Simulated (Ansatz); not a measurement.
Results of PBE+SOC in Ansatz (plane waves, PAW) for tetradymite Bi2Se3.

Numerical settings: plane-wave cutoff 520 eV, 10×10×10 k mesh, Fermi–Dirac smearing 0.01 eV, PAW data made under PBE.

The cell is scaled about its equilibrium volume:

Shape and atoms are relaxed at each volume.

| V (Å³/atom) | P (GPa) | c (Å) | a (Å) |
|---|---|---|---|
| 29.550 | 0.64 | 29.118 | 4.193 |
| 30.166 | 0.24 | 29.613 | 4.200 |
| 30.781 | 0.01 | 30.159 | 4.204 |
| 31.397 | -0.11 | 30.754 | 4.205 |
| 32.012 | -0.14 | 31.386 | 4.203 |

Note: for a layered or molecular solid the relaxed cell lies over 5 % above the published volume, where the minimum can be shallow; the cell comes from a level without a dispersion term, which matters for the spacing of layers, chains or molecules.

Ansatz is a first-principles code.
